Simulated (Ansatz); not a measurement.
# SiO+ (doublet): the correlation ladder, def2-QZVPP

An exercise on one series of results from a longer session: the logs are not shown, and one member is left open.

The runs use Ansatz 0.2.0, Gaussian basis; def2-QZVPP, core rule «outside noble gas», up to 6 orbitals frozen.

To be run: UHF; ROHF; CCSD(T) on UHF.

### The geometry

The geometry is a PBE0/def2-TZVP stationary point (not a proven minimum) of the parent state, kept for this charge and spin.

2 atoms, charge 1, spin multiplicity 2.

Atoms are counted from 1 here; the program's logs count them from 0.

Bond lengths: Si1–O2 1.714 Å.

The first run:

File in.yaml:

```yaml
crystal:
  periodic: [false, false, false]
  atoms:
    - {symbol: Si, position_ang: [0.000000, 0.000000, 0.000000]}
    - {symbol: O, position_ang: [0.000000, 0.000000, 1.713500]}
basis:
  gaussian: {orbitals: "def2-QZVPP.json"}
total_charge: 1
magnetization: {spin_polarized: true, initial_magnetization: 1}
hamiltonian: {xc: hf}
output: {orbitals: {seedname: orbitals}}
```

The run is started by

```bash
$ ansatz run in.yaml --threads 1 --pin off --events-out ev --progress --plain --max-ram 4096MiB --backend cpu
```

Steps of the session up to this table: UHF; ROHF; CCSD(T) on UHF.

One of the session's tables, all rows but one given; the rest of the session is left out.

```
  method  from UCCSD(T) (kcal/mol)
    ROHF                   +194.34
     UHF                   +191.32
    UMP2                         ?
   UCCSD                     +7.35
UCCSD(T)                         0
```

Estimate the missing values for UMP2.

**Answer.** from UCCSD(T) (kcal/mol): +20.06. In the column «from UCCSD(T) (kcal/mol)» it lies between UCCSD (+7.35) and UHF (+191.32).
